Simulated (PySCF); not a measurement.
Geometries of 3 isomers of C4H8S2, from PySCF, PBE0-D3(BJ)/def2-SVP geometry optimisation, gas phase. One conformer each, no zero-point energy, no frequencies.

Question: Which is lowest in electronic energy at this level?
A.
```xyz
14
angstrom
C     -1.259    0.066   -0.175
C     -0.566   -1.263    0.088
S      0.963   -1.509   -0.859
C      1.870   -0.059   -0.272
S      1.091    1.533   -0.633
C     -0.458    1.279    0.277
H     -2.220    0.066    0.368
H     -1.488    0.156   -1.249
H     -0.347   -1.383    1.164
H     -1.215   -2.102   -0.204
H      2.841   -0.062   -0.787
H      2.059   -0.148    0.811
H     -1.033    2.204    0.115
H     -0.237    1.221    1.357
```
B.
```xyz
14
angstrom
C      0.595   -0.827   -0.374
C     -0.823   -0.684    0.179
C     -1.480    0.667   -0.071
S     -0.608    2.034    0.754
S      1.200    1.888   -0.249
C      1.606    0.168    0.180
H      0.574   -0.729   -1.473
H      0.956   -1.846   -0.156
H     -0.816   -0.875    1.266
H     -1.456   -1.467   -0.273
H     -1.550    0.897   -1.146
H     -2.499    0.687    0.348
H      1.699    0.094    1.275
H      2.602   -0.004   -0.258
```
C.
```xyz
14
angstrom
C      2.021   -0.048    0.528
C      0.951   -0.411   -0.484
S      0.099    1.043   -1.190
C     -1.345    0.933   -0.100
C     -1.771   -0.520   -0.085
S     -0.303   -1.526    0.278
H      2.497   -0.956    0.931
H      2.802    0.569    0.058
H      1.588    0.513    1.368
H      1.393   -0.936   -1.345
H     -1.099    1.287    0.913
H     -2.124    1.587   -0.522
H     -2.509   -0.724    0.707
H     -2.201   -0.810   -1.056
```

Answer: B. That is dithiane (`C1CCCSS1`), 6.1 kcal/mol below the next.

| SMILES | atoms numbered as above | E (Eh) | relative (kcal/mol) | relative (kJ/mol) | dipole (D) |
| --- | --- | --- | --- | --- | --- |
| C1CCSSC1 | [CH2:1]1[CH2:2][CH2:3][S:4][S:5][CH2:6]1 | -952.81865 | 0.0 | 0.0 | 2.67 |
| C1CSCSC1 | [CH2:1]1[CH2:2][S:3][CH2:4][S:5][CH2:6]1 | -952.80901 | 6.1 | 25.3 | 2.13 |
| CC1SCCS1 | [CH3:1][CH:2]1[S:3][CH2:4][CH2:5][S:6]1 | -952.80893 | 6.1 | 25.5 | 1.02 |
